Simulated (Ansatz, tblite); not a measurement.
# SeCl2: removing and adding an electron

The task here is to estimate one member of a computed series from the others.

Computed with Ansatz 0.2.0, Gaussian basis. Level: as each input shows.

Levels to be run: charge +1 doublet, at the geometry of the singlet (PBE0-D4/def2-TZVP, PBE-D4/def2-TZVP, r2SCAN-D4/def2-TZVP, CCSD(T)/def2-TZVPP); charge -1 doublet, at the geometry of the singlet (PBE0-D4/def2-TZVPD, PBE-D4/def2-TZVPD, r2SCAN-D4/def2-TZVPD, CCSD(T)/def2-TZVPD); the starting singlet's energies come from earlier runs.

## The structure

The geometry is that of the singlet, from an earlier relaxation (PBE0-D4/def2-TZVP).

3 atoms, charge 0, spin multiplicity 1.

Atoms are counted from 1 here; the program's logs count them from 0.

Bond lengths: Se1–Cl2 2.147 Å, Se1–Cl3 2.147 Å. Angles: Cl2–Se1–Cl3 101.5°.

The first run:

in.yaml reads:

```yaml
crystal:
  periodic: [false, false, false]
  atoms:
    - {symbol: Se, position_ang: [0.004937, -0.006916, -0.905217]}
    - {symbol: Cl, position_ang: [1.660145, -0.019080, 0.461826]}
    - {symbol: Cl, position_ang: [-1.665082, 0.025996, 0.443391]}
basis:
  gaussian: {orbitals: def2-TZVP}
total_charge: 1
magnetization: {spin_polarized: true, initial_magnetization: 1}
hamiltonian: {xc: pbe0, dispersion: d4}
output: {orbitals: {seedname: orbitals}}
```

Launch:

```
$ ansatz run in.yaml --threads 4 --pin off --events-out ev --progress --plain --max-ram 3916MiB
```

Among the steps run: Charge +1 doublet at the fixed geometry, PBE0-D4/def2-TZVP; Charge +1 doublet at the fixed geometry, PBE-D4/def2-TZVP; Charge +1 doublet at the fixed geometry, r2SCAN-D4/def2-TZVP; Charge +1 doublet at the fixed geometry, CCSD(T)/def2-TZVPP; Charge -1 doublet at the fixed geometry, PBE0-D4/def2-TZVPD; Charge -1 doublet at the fixed geometry, PBE-D4/def2-TZVPD; Charge -1 doublet at the fixed geometry, r2SCAN-D4/def2-TZVPD; Charge -1 doublet at the fixed geometry, CCSD(T)/def2-TZVPD.

One table of the session follows, with a row left open; its other results are not shown here.

It belongs to the step «Vertical electron affinity». 

| method | vertical electron affinity (eV) |
| --- | --- |
| HF/def2-TZVPD | -0.01 |
| PBE-D4/def2-TZVPD | 0.83 |
| r2SCAN-D4/def2-TZVPD | 0.84 |
| PBE0-D4/def2-TZVPD | ? |
| MP2/def2-TZVPD | 0.64 |
| CCSD/def2-TZVPD | 0.51 |
| CCSD(T)/def2-TZVPD | 0.56 |

Estimate the missing values for PBE0-D4/def2-TZVPD.

As computed: vertical electron affinity (eV): 0.80. In the column «vertical electron affinity (eV)» it lies between MP2/def2-TZVPD (0.64) and PBE-D4/def2-TZVPD (0.83).

Limits of these values: The anion's highest level is positive in at least one run, so there the basis alone may hold the extra electron.
